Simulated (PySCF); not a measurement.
Published values to compare with (the computed states carry no symmetry labels, so the two lists aren't matched line by line):

```
    state  E (eV)  f   kind of transition  source
3Bu(π→π*)    1.93     vertical absorption     [1]
1Bu(π→π*)    3.54     vertical absorption     [1]
3Ag(π→π*)    3.74     vertical absorption     [1]
3Au(n→π*)    3.78     vertical absorption     [1]
1Au(n→π*)    3.86     vertical absorption     [1]
1Ag(π→π*)    3.91     vertical absorption     [1]
3Bg(n→π*)    4.23     vertical absorption     [1]
1Bg(n→π*)    4.31     vertical absorption     [1]
```

[1] computed, CC3/aug-cc-pVTZ, gas; Loos, Jacquemin, bicyclic systems (2021), arXiv:2109.13894

DPP, C6H4N2O2.
SMILES with atom numbers: `[O:1]=[C:2]1[NH:3][CH:4]=[C:5]2[C:6](=[O:7])[NH:8][CH:9]=[C:10]12` (hydrogens: H11 on N3; H12 on C4; H13 on N8; H14 on C9)

Structure used (GFN2-xTB), in Å, numbered top down from 1:
```xyz
14
C6H4N2O2 angstrom
O      2.0428    2.1253   -0.1514
C      1.4571    1.0725   -0.0740
N      2.0993   -0.1786    0.0267
C      1.2163   -1.2169    0.1003
C     -0.0475   -0.7197    0.0532
C     -1.4566   -1.0721    0.0701
O     -2.0412   -2.1256    0.1452
N     -2.0996    0.1784   -0.0290
C     -1.2168    1.2168   -0.1029
C      0.0475    0.7204   -0.0564
H      3.1028   -0.2717    0.0407
H      1.5574   -2.2326    0.1806
H     -3.1031    0.2712   -0.0418
H     -1.5590    2.2321   -0.1835
```

Method: PySCF, TDDFT wB97X-D/def2-SVPD, vertical, gas phase, core orbitals frozen in the response.

Computed singlets: 3.55 eV (f 0.257); 4.04 eV (f 0.000); 4.11 eV (f 0.000); 4.53 eV (f 0.000); 5.52 eV (f 0.000); 6.15 eV (f 0.000); 6.62 eV (f 0.001); 6.75 eV (f 0.000). Computed triplets (Tamm–Dancoff): 1.77, 3.53, 3.76 eV.

**Question.** How does the lowest computed singlet compare with the best estimate listed for the lowest singlet (vertical absorption)?

**Answer.** 3.55 eV against 3.54 eV for 1Bu(π→π*) [1]: a difference of +0.01 eV. Geometry and basis of the two calculations needn't be the same.

**Question.** How does the lowest computed triplet compare with the best estimate listed for the lowest triplet (vertical absorption)?

**Answer.** 1.77 eV against 1.93 eV for 3Bu(π→π*) [1]: a difference of -0.16 eV. Geometry and basis of the two calculations needn't be the same.

The run took 44 s of wall time on x86-64 server, one thread, no GPU (shared host).
